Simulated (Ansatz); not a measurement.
**BSiH₂ (quartet): wave-function methods side by side, cc-pVDZ**

How much of the correlation energy of BSiH₂ (quartet) does each wave-function method recover here?

Method: cc-pVDZ, core rule «outside noble gas», up to 6 orbitals frozen; program: Ansatz 0.2.0, Gaussian basis.

The runs, in order: UHF; CCSD(T) on ROHF; CCSD(T) on UHF; BCCD(T) on ROHF; CISD; CCSDT(Q) on ROHF; CCSDT(Q) on UHF; CCSDTQ on ROHF; CASSCF and MRCISD+Q, 9 electrons in 10 orbitals; CASSCF and NEVPT2, 9 electrons in 10 orbitals.

4 further runs of the same task are left out: 1 that didn't finish, 3 set aside as unsound or not needed.

## Step 1: What is computed

The geometry is a PBE0/def2-TZVP stationary point (not a proven minimum).

4 atoms, charge 0, spin multiplicity 4.

Atoms are counted from 1 here; the program's logs count them from 0.

Bond lengths: Si1–B2 1.993 Å, B2–H3 1.191 Å, B2–H4 1.191 Å. Angles: Si1–B2–H3 115.4°, Si1–B2–H4 115.4°, H3–B2–H4 129.2°.

As a file:

```csv
atom,x (Å),y (Å),z (Å)
Si1,0.00000,0.00000,0.64997
B2,0.00000,0.00000,-1.34284
H3,0.00000,-1.07595,-1.85389
H4,0.00000,1.07595,-1.85389
```

## Step 2: UHF

File in.yaml:

```yaml
crystal:
  periodic: [false, false, false]
  atoms:
    - {symbol: Si, position_ang: [0.000000, 0.000000, 0.649966]}
    - {symbol: B, position_ang: [0.000000, 0.000000, -1.342837]}
    - {symbol: H, position_ang: [0.000000, -1.075954, -1.853888]}
    - {symbol: H, position_ang: [0.000000, 1.075954, -1.853888]}
basis:
  gaussian: {orbitals: cc-pVDZ}
magnetization: {spin_polarized: true, initial_magnetization: 3}
hamiltonian: {xc: hf}
output: {orbitals: {seedname: orbitals}}
```

Launch:

```sh
$ ansatz run in.yaml --threads 1 --pin off --events-out ev --progress --plain --max-ram 2816MiB --backend cpu
```

After this run come: CCSD(T) on ROHF; CCSD(T) on UHF; BCCD(T) on ROHF; CISD; CCSDT(Q) on ROHF; CCSDT(Q) on UHF; CCSDTQ on ROHF; CASSCF and MRCISD+Q, 9 electrons in 10 orbitals; CASSCF and NEVPT2, 9 electrons in 10 orbitals.

Before running them: what should the planned runs give, taken together? Wanted: RCCSDTQ below the RHF energy; RMP2 from RCCSDTQ; UMP2 from RCCSDTQ; RCCSD from RCCSDTQ; RCCSD(T) from RCCSDTQ; UCCSD(T) from RCCSDTQ; RCCSDT(Q) from RCCSDTQ; UCCSDT(Q) from RCCSDTQ; NEVPT2 valence from RCCSDTQ.

The runs gave:

```
                         quantity                                                   value
     RCCSDTQ below the RHF energy                                              -4.8078 eV
                RMP2 from RCCSDTQ                                             +1136.3 meV
                UMP2 from RCCSDTQ                                             +1133.5 meV
               RCCSD from RCCSDTQ                                              +207.2 meV
            RCCSD(T) from RCCSDTQ                                               +49.6 meV
            UCCSD(T) from RCCSDTQ                                               +49.0 meV
           RCCSDT(Q) from RCCSDTQ                                                +1.2 meV
           UCCSDT(Q) from RCCSDTQ                                                +0.7 meV
      NEVPT2 valence from RCCSDTQ                                              +876.1 meV
    MRCISD+Q valence from RCCSDTQ                                               +29.4 meV
levels within 1 kcal/mol (43 meV)  RCCSDT, UCCSDT, RCCSDT(Q), UCCSDT(Q), MRCISD+Q valence
                    T1 diagnostic                                                   0.043
   effectively unpaired electrons                                                    3.02
```

**Reading.** RCCSD(T) misses by +49.6 meV, 1.0 % of the correlation energy. The occupations are near whole numbers, but T1 = 0.043 shows that the orbitals relax strongly. Of the multireference levels listed MRCISD+Q valence comes nearest in total energy (+29.4 meV), which doesn't show that its space is the better one. These misses are within one basis, not against nature; the frozen cores of restricted and unrestricted runs differ, which can shift their rows.
